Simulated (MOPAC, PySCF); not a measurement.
CH$_{5}$N, SMILES `CN`, neutral singlet in the gas phase. 

Cartesian coordinates (Å):
SMILES: NC
```xyz
7

C     -0.5708     0.0321    -0.0050
N      0.8617     0.1289     0.2925
H     -0.8341    -0.5249    -0.9262
H     -0.9903     1.0445    -0.0948
H     -1.0828    -0.4542     0.8379
H      1.3508     0.5793    -0.4831
H      1.2654    -0.8057     0.3787
```
Charge 0, multiplicity 1.

All levels are single points at this geometry (PBE-D3(BJ)/def2-TZVP); Pople sets use spherical d functions. Orbital energies aren't observables, and empty levels follow the basis.

```
level                          HOMO (eV)  LUMO (eV)  gap (eV)  dipole (D)  vertical IE, Delta-SCF (eV)
-----------------------------  ---------  ---------  --------  ----------  ---------------------------
PBE-D3(BJ)/def2-TZVP in PySCF      -5.31       0.32      5.63        1.34                            –
B3LYP/6-311+G** in PySCF           -6.67      -0.01      6.66        1.47                            –
SVWN5/6-31G* in PySCF              -4.86       1.56      6.42        1.46                         9.41
HF/STO-3G in PySCF                 -8.76      16.83     25.59        1.50                            –
PM3 in MOPAC                       -9.47       3.06     12.53        1.42                            –
PM7 in MOPAC                       -9.62       3.64     13.27        2.14                            –
```
